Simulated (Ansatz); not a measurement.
# SiH₄ (triplet): B2PLYP, RPA-PBE over a scan of the scale of all distances, 6-31G

Aim: run SiH₄ (triplet) with these functionals over a scan of the scale of all distances, and hold them against the top wave-function level at the same points.

Computed with Ansatz 0.2.0, Gaussian basis. Level: 6-31G, all electrons in the functionals, frozen cores in the correlation of double hybrids and RPA.

To be run: B2PLYP, RPA-PBE, at 0.869; 1.000; 1.106; 1.303; 1.519; 1.726; 2.020; 2.424.

14 further runs of the same task are left out: 12 that didn't finish, 2 set aside as unsound or not needed.

**1. The geometry**

The geometry derives from a PBE0/def2-TZVP stationary point (not a proven minimum). All distances are scaled together.

5 atoms, charge 0, spin multiplicity 3.

Atoms are counted from 1 here; the program's logs count them from 0.

Bond lengths: Si1–H2 1.529 Å, Si1–H3 1.529 Å, Si1–H4 1.529 Å, Si1–H5 1.529 Å. Angles: H2–Si1–H3 90.0°, H2–Si1–H4 90.0°, H2–Si1–H5 180.0°, H3–Si1–H4 180.0°, H3–Si1–H5 90.0°, H4–Si1–H5 90.0°.

As a file:

```
Si    0.00000    0.00000    0.00000
H    -0.01153    1.08511    1.07758
H    -0.01650   -1.07763    1.08499
H     0.01650    1.07763   -1.08499
H     0.01153   -1.08511   -1.07758
```

No dispersion term is added.

The geometry shown and the zero of energy belong to the point 1.000. The yardstick, FCI, and other wave-function levels (R restricted, U unrestricted, valence and pair active spaces) come from earlier runs.

**2. B2PLYP, 0.869**

in.yaml

```yaml
crystal:
  periodic: [false, false, false]
  atoms:
    - {symbol: Si, position_ang: [0.000000, 0.000000, 0.000000]}
    - {symbol: H, position_ang: [-0.010015, 0.942958, 0.936414]}
    - {symbol: H, position_ang: [-0.014336, -0.936462, 0.942854]}
    - {symbol: H, position_ang: [0.014336, 0.936462, -0.942854]}
    - {symbol: H, position_ang: [0.010015, -0.942958, -0.936414]}
basis:
  gaussian: {orbitals: 6-31G}
magnetization: {spin_polarized: true, initial_magnetization: 2}
hamiltonian: {xc: {name: B2PLYP}}
correlation: {electrons: outside_noble_gas}
```

Run with:

```console
$ ansatz run in.yaml --threads 1 --pin off --events-out ev --progress --plain --max-ram 2393MiB
```

Further steps of the session: B2PLYP, 1.000; B2PLYP, 1.106; B2PLYP, 1.303; B2PLYP, 1.519; B2PLYP, 1.726; B2PLYP, 2.020; B2PLYP, 2.424; RPA-PBE, 0.869; RPA-PBE, 1.000; RPA-PBE, 1.106; RPA-PBE, 1.303; RPA-PBE, 1.519; RPA-PBE, 1.726; RPA-PBE, 2.020; RPA-PBE, 2.424.

Q: Predict the results of all the runs planned. Wanted: span of the FCI curve; largest miss, B2PLYP; largest miss, RPA-PBE.

The runs gave:

| quantity | value |
| --- | --- |
| span of the FCI curve | 6.408 eV |
| largest miss, B2PLYP | +1.080 eV (2.424) |
| largest miss, RPA-PBE | +0.309 eV (2.020) |

In words: Of the functionals, RPA-PBE keep the smallest largest miss at the points compared (at most 0.309 eV) and B2PLYP strays most (1.080 eV, at 2.424). B2PLYP, RPA-PBE clearly break the spin symmetry at some points (⟨S²⟩ up to 1.88 above the pure value), so energy there is bought with a mixed spin. Functionals and the yardstick converge differently with the basis, so part of each miss in 6-31G is the basis.
